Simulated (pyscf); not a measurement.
Structures and frequencies: ωB97X-D3(BJ)/def2-SVP in PySCF.

Task: What is the homolytic dissociation enthalpy (298 K, ωB97M-D3(BJ)/def2-TZVP) of the C–Hf bond of H₃C–Hf(CH₃)(CH₃)–CH₃, to CH₃• + [H₃C–Hf(CH₃)–CH₃]•?

Result: C–Hf to CH₃• + [H₃C–Hf(CH₃)–CH₃]•: 80.0 kcal/mol. The 7 functionals that were run give +73.6 (r²SCAN) to +84.9 kcal/mol (ωB97X-D3(BJ)/def2-TZVP). The radicals are drawn with the spin at the cut bond; how far it spreads was not checked. Other isomers of [H₃C–Hf(CH₃)–CH₃]• were not searched in full and may lie lower. Open-shell species with a d-block atom are single-reference here; other states, and whether the spin sits on metal or ligand, were not checked. Elements past Kr carry the def2 core potentials, without spin-orbit coupling.
